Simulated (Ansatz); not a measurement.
**BH2+ (triplet): from Hartree-Fock to the top rungs at scale of all distances = 1.313, aug-cc-pVTZ**

One table from this session's results is given with a row withheld; the runs are named, their logs left out.

The runs use Ansatz 0.2.0, Gaussian basis; aug-cc-pVTZ, core rule «outside noble gas», up to 1 orbitals frozen.

Plan: UHF; CCSD(T) on ROHF; CCSD(T) on UHF; BCCD(T) on ROHF; CCSDT(Q) on ROHF; CCSDT(Q) on UHF; CASSCF and NEVPT2, 4 electrons in 6 orbitals; Full CI.

15 further runs of the same task are left out: 11 that didn't finish, 4 set aside as unsound or not needed.

## What is computed

The geometry derives from a PBE0/def2-TZVP stationary point (not a proven minimum). All distances are scaled together.

3 atoms, charge 1, spin multiplicity 3.

Atoms are counted from 1 here; the program's logs count them from 0.

No contacts short enough for the rule that draws bonds.

The first run:

in.yaml

```yaml
crystal:
  periodic: [false, false, false]
  atoms:
    - {symbol: B, position_ang: [0.000000, 0.000000, -0.222390]}
    - {symbol: H, position_ang: [0.000000, 0.932960, 1.192659]}
    - {symbol: H, position_ang: [0.000000, -0.932960, 1.192659]}
basis:
  gaussian: {orbitals: aug-cc-pVTZ}
total_charge: 1
magnetization: {spin_polarized: true, initial_magnetization: 2}
hamiltonian: {xc: hf}
output: {orbitals: {seedname: orbitals}}
```

Started as:

```console
ansatz run in.yaml --threads 1 --pin off --events-out ev --progress --plain --max-ram 2393MiB
```

Among the steps run: UHF; CCSD(T) on ROHF; CCSD(T) on UHF; BCCD(T) on ROHF; CCSDT(Q) on ROHF; CCSDT(Q) on UHF; CASSCF and NEVPT2, 4 electrons in 6 orbitals; Full CI.

One of the session's tables, all rows but one given; the rest of the session is left out.

It belongs to the step «Misses and costs». 

```
        method  from FCI (kcal/mol)
          ROHF               +56.88
           UHF               +47.87
          RMP2               +15.31
          UMP2               +16.87
         RCCSD                +2.21
         UCCSD                +1.78
      RCCSD(T)                +0.53
      UCCSD(T)                +0.49
       BCCD(T)                +0.53
        RCCSDT                +0.03
        UCCSDT                +0.02
     RCCSDT(Q)                    ?
     UCCSDT(Q)                 0.00
CASSCF valence               +19.60
NEVPT2 valence                +4.98
           FCI                    0
```

Estimate the missing values for RCCSDT(Q).

As computed: from FCI (kcal/mol): +0.01. In the column «from FCI (kcal/mol)» it lies between FCI (0) and UCCSDT (+0.02).

Limits of these values: Levels on UHF freeze UHF's core orbitals, full CI those of ROHF, so the U rows can settle a little off it for that reason alone. Restricted and unrestricted rows rest on different reference determinants; where their highest levels disagree by more than a few hundredths of an eV, they describe different states and don't form one ladder.
